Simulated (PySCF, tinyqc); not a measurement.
Ways to converge the cycle: SCF convergence aids in the sto-3g basis, for CH2, spin multiplicity 1. Computed by the program tinyqc with PySCF. RHF with one setting changed at a time; a run stops when the energy changes by less than 1e-09 hartree and the error matrix is below 1e-5. The start is random orbitals. Damping d keeps d of the old density; a shift (hartree) raises the virtual levels; DIIS n extrapolates F over n matrices.

Geometry (angstrom):
```
atom       x        y       z
C     0.0000   0.0000  0.0000
H     0.0000   0.9500  0.6350
H     0.0000  -0.9930  0.6640
```

lowest restricted solution found by these runs and by PySCF = -38.362247 hartree

Largest element of the error matrix X^T (FDS - SDF) X:
```
iteration    plain  damping 0.3  damping 0.6  shift 0.4   DIIS 3   DIIS 8
1          5.7e+00      5.7e+00      5.7e+00    5.7e+00  5.7e+00  5.7e+00
2          4.2e-01      1.5e+00      3.2e+00    5.0e-01  4.2e-01  4.2e-01
3          8.9e-02      4.8e-01      1.9e+00    2.4e-01  8.9e-02  8.9e-02
4          5.5e-02      1.6e-01      1.1e+00    1.7e-01  5.7e-02  5.7e-02
5          3.3e-02      5.9e-02      6.8e-01    1.1e-01  2.1e-02  2.1e-02
6          2.1e-02      4.4e-02      4.1e-01    9.0e-02  1.5e-02  1.5e-02
8          1.4e-02      2.4e-02      1.6e-01    5.4e-02  4.2e-03  3.0e-03
10         9.4e-03      1.6e-02      5.9e-02    4.5e-02  1.2e-04  3.8e-05
14         4.2e-03      9.6e-03      2.3e-02    3.0e-02  2.2e-05        -
20         1.3e-03      4.2e-03      1.3e-02    1.6e-02        -        -
30         1.7e-04      1.1e-03      6.0e-03    5.5e-03        -        -
45         8.3e-06      1.4e-04      1.9e-03    1.1e-03        -        -
60               -      1.8e-05      6.2e-04    2.0e-04        -        -
```

How each run ends:
```
run          iterations  E (hartree)                                                        state
plain                45   -38.362247                                                 lowest found
damping 0.3         >60   -38.362247  falls steadily but slowly, by a factor of about 0.87 a step
damping 0.6         >60   -38.362244  falls steadily but slowly, by a factor of about 0.93 a step
shift 0.4           >60   -38.362247  falls steadily but slowly, by a factor of about 0.90 a step
DIIS 3               16   -38.362247                                                 lowest found
DIIS 8               12   -38.362247                                                 lowest found
```

What does the comparison show, and why?

3 of 6 runs reach the lowest restricted solution found, in 12 to 45 iterations (fastest: DIIS 8). Not converged: damping 0.3, damping 0.6, shift 0.4. Plain steps already contract here, so damping only slows them. DIIS 3 and DIIS 8 gain by cancelling the error over several earlier matrices, much as a quasi-Newton step does. The restricted reference is unstable here: a spin-polarised solution lies 0.0310 hartree lower (PySCF), so results built on it describe a poor reference.
